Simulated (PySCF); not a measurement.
**How the method moves the adiabatic energies of losing or gaining an electron of hydrogen isocyanide**

Structure: `[C-]#[NH+]` (CHN).

All levels share the PBE0-D3(BJ)/ma-def2-SVP structures and the PBE0-D3(BJ)/ma-def2-SVP thermal terms; only the single-point energies (PySCF) change. Values are adiabatic energies of losing or gaining an electron (0 K, eV).

| level | ionisation energy to the radical cation | abs. error | time |
| --- | --- | --- | --- |
| HF/aug-cc-pVTZ | 10.71 | 1.33 | 2.7 s |
| CCSD(T)/aug-cc-pVTZ | 11.99 | 0.05 | 11 min |
| B3LYP-D3(BJ)/ma-def2-TZVP | 12.15 | 0.12 | – |
| MP2/aug-cc-pVTZ | 12.41 | 0.37 | 20 s |
| ATcT 1.112 | 12.04 |  |  |

Times are wall times for all single points of a level on 1 thread of Arm Neoverse V1, a shared host; the dash marks the run that also made the structures.

Hartree-Fock leaves out electron correlation, so its ionisation energies and electron affinities from energy differences come out too low, often by 1 eV or more.

The spread: 1.70 eV, from 10.71 to 12.41.
